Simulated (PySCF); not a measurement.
Rock-salt MgO: correlation energy from several methods in one and the same small orbital space (PySCF; 2 atoms at the zone centre, 8 electrons in 18 orbitals, empty ones MP2 natural orbitals of a TZ basis, lattice constant set to 4.207 Å). It tests the methods against each other and lies far from the crystal's limit.

Full CI gives -2.9537 eV per atom.

What share of it do MP2, CCSD, CCSD(T), CCSDT, CCSDT(Q), CCSDTQ recover?

MP2 87.7 %; CCSD 98.5 %; CCSD(T) 99.6 %; CCSDT 99.7 %; CCSDT(Q) 100.0 %; CCSDTQ 100.0 %.

```tsv
method	E_corr (eV per atom)	share of full CI (%)	error (meV)
MP2	-2.5901	87.7	364
CCSD	-2.9091	98.5	45
CCSD(T)	-2.9404	99.6	13
CCSDT	-2.9462	99.7	8
CCSDT(Q)	-2.9532	100.0	0
CCSDTQ	-2.9534	100.0	0
full CI	-2.9537	100.0	0
```

The Hartree–Fock determinant has a weight of 0.92 in the full CI state.

MP2, (T) and (Q) use filled levels shifted down by the Madelung term, which in so small a cell is a large part of the gap, so these rows hang on it.
